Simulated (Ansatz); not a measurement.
The input, for Ansatz 0.2.0:

```yaml
crystal:
  periodic: [false, false, false]
  atoms:
    - {symbol: Ga, position_ang: [-0.002104, 0.029013, -0.055540]}
    - {symbol: H, position_ang: [-0.002104, -1.476312, -0.551318]}
    - {symbol: H, position_ang: [0.555179, -0.311726, 2.551887]}
    - {symbol: H, position_ang: [-0.407522, -0.218871, 1.841336]}
basis:
  gaussian: {orbitals: cc-pVDZ}
magnetization: {spin_polarized: true, initial_magnetization: 2}
hamiltonian: {xc: {name: PBE}}
correlation: {method: rpa, electrons: outside_noble_gas}
```

```sh
$ ansatz run in.yaml --threads 1 --pin off --events-out ev --progress --plain --max-ram 2393MiB
```

Log:

```
455 factors; integrals over basis functions are off by at most 9.4e-4 eV
mean field evaluation 1: about -52412.0490 eV, gradient 1.1e1 eV
mean field evaluation 2: about -52412.0463 eV, gradient 1.1e1 eV
mean field evaluation 4: about -52413.0909 eV, gradient 3.5e0 eV
mean field evaluation 8: about -52413.2721 eV, gradient 9.2e-2 eV
mean field evaluation 16: about -52413.2723 eV, gradient 2.0e-5 eV
mean field -52413.27226578 eV, -1926.1522287757 hartree, gradient 3.4e-6 eV, S^2 2.005711; 1 other end points of the search recorded, 0 dependent functions left out
14 core orbitals not correlated: weight in the atoms' cores, before any rotation towards them, 0.996 or more for the frozen orbitals, at most 0.002 for the correlated occupied ones
reference -52375.51900009 eV, -1924.7648218513 hartree; 4, 2 occupied and 24, 26 virtual orbitals, 455 factors
Total energy: -52380.51917134 eV, -1924.9485747555 hartree
```

Ran on 1 thread of Arm Neoverse V1, shared host: 1.5 s wall, 0.27 GiB peak host memory.
